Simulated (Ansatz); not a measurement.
Down a group: atomization energies of HF, HCl

Ansatz 0.2.0, basis cc-pVTZ; geometries are PBE0/def2-TZVP minima. Wave-function levels freeze the cores; HF, MP2 and coupled cluster are restricted for singlets and unrestricted otherwise, atoms included. NEVPT2 and MRCISD+Q stand on CASSCF in the full valence space, and MRCISD+Q is size-consistent only roughly. The reference is CCSDT(Q) (coupled cluster only where its series has nearly closed). An error is the level's value less the reference. None of these values is a measured one. Energies are electronic, without zero-point terms. No spin–orbit coupling and no scalar relativity. The species are chosen: bound, without strong static correlation by their natural occupations or amplitudes, in their lowest spin state as far as vertical gaps and like structures tell, and with a ladder that closes on the reference, so errors are smaller than for species at large; levels whose determinant breaks symmetry or spin markedly are left out.

```json
{"species": "HF, singlet", "bonds (Å)": "F–H 0.920", "quantity": "atomization", "symmetry of the states": "Σ⁺", "reference": "CCSDT(Q)", "value (kcal/mol)": "136.9", "error MP2": "4.0", "error CCSD(T)": "0.0", "error CCSDT": "-0.1", "error NEVPT2": "3.8", "error MRCISD+Q": "-0.8"}
{"species": "HCl, singlet", "bonds (Å)": "Cl–H 1.279", "quantity": "atomization", "symmetry of the states": "Σ⁺", "reference": "CCSDT(Q)", "value (kcal/mol)": "103.9", "error MP2": "0.4", "error CCSD(T)": "0.0", "error CCSDT": "-0.1", "error NEVPT2": "-0.1", "error MRCISD+Q": "-0.4"}
```

The reference falls from F to Cl, by 33.0 kcal/mol in all.
